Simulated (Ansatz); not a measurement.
A made-up structure of LiSiH2, doublet:

Li1  (-2.435, 0.577, -0.295)
Si2  (0.130, -0.029, 0.017)
H3  (0.943, -1.433, -0.433)
H4  (1.361, 0.885, 0.712)
(Å)

It is relaxed with PBE-D4/def2-SVP and then PBE0-D4/def2-TZVP (Ansatz 0.2.0). Atoms count as bonded within 1.22 times the sum of their covalent radii (H–H: 0.88 Å). The end point is not checked to be a true minimum.

Question: Does its bonding change? (Judge from chemistry; the calculation decides.)

Answer: Computed: No: no bond forms or breaks.

Where it ends: The first stage lowers the energy by 0.46 eV in 4 steps. It ends as LiSiH₂ ([Li][SiH2]):
Li1  (-2.174, 0.517, -0.263)
Si2  (0.116, -0.027, 0.014)
H3  (0.844, -1.280, -0.386)
H4  (1.214, 0.791, 0.635)
(Å)

Labels in which every atom is bracketed show which atoms are joined, not bond orders.

For scale, one of the runs: PBE0-D4/def2-TZVP relaxation, 63 basis functions, launched by `ansatz run in.yaml --threads 2 --pin off --events-out ev --progress --plain --max-ram 4352MiB`. The run took about 4.8 s on 2 CPU threads of an Intel Xeon Platinum 8259CL (shared host).
